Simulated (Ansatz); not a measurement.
Species: CH3, charge 1, singlet. CH3+ (parent SMILES [CH3], singlet).
B3LYP-D3(BJ)/def2-TZVP minimum from Ansatz (a program for electronic structure):
```xyz
4

C      0.0000     0.0000     0.0000
H     -0.0100     1.0916    -0.0207
H      0.9502    -0.5376    -0.0134
H     -0.9402    -0.5540     0.0341
```
Charge +1, spin multiplicity 1.

Total energies in cc-pVQZ, 6 correlated electrons, 1 frozen orbitals. UHF or UKS for unpaired electrons; spin-orbit terms are left out. Correlated methods leave the cores frozen. No relativity.

| method | program | energy (Eh) | minus CCSDT(Q) (mEh) |
|---|---|---|---|
| HF | Ansatz | -39.24990 | 164.57 |
| MP2 | Ansatz | -39.39072 | 23.74 |
| CCSD | Ansatz | -39.41069 | 3.77 |
| CCSD(T) | Ansatz | -39.41403 | 0.43 |
| CCSDT(Q) | Ansatz | -39.41446 | 0.00 |

Rough core times of Ansatz's runs on a shared machine: CCSD(T) under 20 s, CCSDT(Q) 90 s.
